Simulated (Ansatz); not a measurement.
Scan of the F3–Si2–H5 angle

SiH2OF (SMILES [O][SiH2]F), doublet, at its PBE0-D4/def2-TZVP minimum:

```
5
angstrom
O -1.2592 0.6001 0.7573
Si 0.0313 -0.0267 -0.0391
F 1.2393 -0.4652 0.8951
H -0.4754 -1.2381 -0.7262
H 0.5139 1.0560 -0.9286
```

The angle F3–Si2–H5 (107.9° at the minimum) is set to the values below, F3, with anything bonded beyond it, turning rigidly in the plane of the angle. Each method's energies count from its own value at the PBE0-D4 minimum structure. Ansatz 0.2.0; basis: def2-TZVPP; cores frozen in the correlated methods; orbitals are unrestricted. B3LYP uses VWN-RPA correlation.

CCSD(T) energies along the scan:
| angle (°) | CCSD(T) (kJ/mol) |
| --- | --- |
| 83.9 | 58.9 |
| 89.9 | 32.3 |
| 95.9 | 14.1 |
| 101.9 | 3.6 |
| 107.9 | 0.0 |
| 113.9 | 3.0 |
| 119.9 | 12.2 |
| 125.9 | 27.3 |
| 131.9 | 48.1 |
They count from the CCSD(T) energy at the PBE0-D4 minimum.

Minimum and curvature along this coordinate at CCSD(T): A fifth-order fit through the nearest points gives 108.1°, with a curvature of about 1.9 meV/deg².

Largest difference from the CCSD(T) curve over the scan: PBE-D4 16.6; B3LYP-D4 5.9; MP2 3.2 kJ/mol. Each curve counts from its own value at the minimum.

The T1 diagnostic stays at or below 0.024. ⟨S²⟩ of the unrestricted Hartree–Fock references: 0.76 (a pure state has 0.75).

For scale, one of the runs: CCSD(T)/def2-TZVPP, 132 basis functions (an equivalent command: `ansatz run in.yaml --threads 2`). Time: 40 s of wall clock on 2 CPU threads; the host was shared. Peak host memory: 1.5 GiB.
